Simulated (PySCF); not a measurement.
Gas-phase reaction: i-Si4H10 + 3 H2 → 4 SiH4

Energies from PySCF, thermal terms from the rigid-rotor harmonic-oscillator model, ideal gas at 1 bar. † marks an energy on the PBE0/def2-TZVP geometry and frequencies; other levels use their own. MP2 and CCSD(T) freeze the core. 6-31G* has spherical d functions here. All species are closed-shell singlets. B3LYP is the form with VWN-RPA correlation. MP2 isn't extrapolated to the basis-set limit. CCSD(T) isn't extrapolated to the basis-set limit.

| level | ΔH°(298 K), kJ |
|---|---|
| B3LYP/6-31G* | -49 |
| B3LYP/def2-TZVP† | (withheld) |
| BLYP/def2-TZVP† | (withheld) |
| CCSD(T)/def2-SVP† | -63 |
| HF/def2-TZVP† | (withheld) |
| MP2/def2-TZVPP† | -29 |
| PBE/def2-TZVP† | 1 |
| PBE0/def2-SVP† | (withheld) |
| ωB97M-V/def2-TZVP† | -39 |

### Question
Some entries are withheld; supply them.

### Answer

- B3LYP/def2-TZVP†, ΔH°(298 K), kJ: -59
- BLYP/def2-TZVP†, ΔH°(298 K), kJ: -50
- HF/def2-TZVP†, ΔH°(298 K), kJ: -123
- PBE0/def2-SVP†, ΔH°(298 K), kJ: -28
